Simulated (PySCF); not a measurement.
# Simulated absorption spectrum

Species: CH7NSi.
SMILES with atom numbers: `[CH3:1][NH:2][SiH3:3]` (hydrogens: H4, H5, H6 on C1; H7 on N2; H8, H9, H10 on Si3)

Structure used (GFN2-xTB), in Å, numbered top down from 1:
```xyz
10
CH7NSi angstrom
C     -1.3781   -0.1164   -0.0453
N     -0.1389    0.6189   -0.1103
Si     1.4054   -0.1277   -0.0074
H     -1.2498   -1.0670   -0.5587
H     -2.1741    0.4423   -0.5422
H     -1.6941   -0.3254    0.9838
H     -0.2399    1.5446    0.2782
H      1.4322   -1.1328   -1.0704
H      1.7038   -0.8049    1.2669
H      2.3423    0.9730   -0.2172
```

Computed, not measured: PySCF, TDDFT PBE0/def2-SVPD, vertical, gas phase, core orbitals frozen in the response.

Broadening: Gaussians 0.3 eV wide at half height, area fixed by f = 4.319×10⁻⁹ ∫ε dν̃. The cross-section is σ = 3.8235×10⁻²¹ ε cm², given in Mb (10⁻¹⁸ cm²). The width is an assumption, not a result. The curve ends short of the highest state used, and states not computed would add to its high-energy end.

E (eV), σ (Mb) and a bar:
```
     5.20       0.00 
     5.32       0.04 
     5.44       0.32 #
     5.57       1.06 ##
     5.69       1.26 ###
     5.81       0.61 #
     5.93       0.12 
     6.05       0.01 
     6.17       0.00 
     6.29       0.05 
     6.41       0.65 #
     6.53       3.64 ########
     6.65       8.46 ###################
     6.77       8.15 ##################
     6.89       3.32 #######
     7.01       0.84 ##
     7.13       1.91 ####
     7.25       6.55 ##############
     7.37      12.46 ############################
     7.50      13.59 ##############################
     7.62       7.84 #################
     7.74       2.14 #####
     7.86       0.26 #
     7.98       0.03
```

**Question.** Locate the maxima and give the states behind the curve.

**Answer.** 219 nm (5.65 eV), ε about 340, made up of S1 (100%); 185 nm (6.70 eV), ε about 2400, made up of S2 (97%); 166 nm (7.45 eV), ε about 3700, made up of S5 (38%) and S6 (61%) (ε in L mol⁻¹ cm⁻¹; maxima over ε = 5, shares over 10%). At its high-energy end, 7.98 eV, the curve is still rising (ε about 8.3, from S6 and S7). The states used: S1 5.65 eV (f 0.0038); S2 6.70 eV (f 0.026); S3 6.79 eV (f 0.0010); S4 7.23 eV (f 0.0014); S5 7.36 eV (f 0.021); S6 7.52 eV (f 0.028); S7 8.47 eV (f 0.098); S8 8.58 eV (f 0.016).

**Question.** What would ε be at 7.45 eV, the highest of these maxima, with half the width (0.15 eV)?

**Answer.** About 4340 L mol⁻¹ cm⁻¹ against 3710, a factor of about 1.2; a lone state at its own centre would give exactly 2.

**Question.** Coming from long wavelengths, where does ε first pass 100 L mol⁻¹ cm⁻¹?

**Answer.** At about 227 nm (5.46 eV), 0.20 eV below S1.

**Question.** On this curve, what absorbance would a 10⁻⁵ mol/L sample give at 222 nm over a 1 cm path?

**Answer.** 222 nm is 5.585 eV, where ε is about 300 L mol⁻¹ cm⁻¹, so A = ε c l ≈ 0.003 (Beer–Lambert, with the gas-phase spectrum and the assumed width).

On one thread of an x86-64 server, no GPU, on a shared host, this took 6.3 s of wall time.
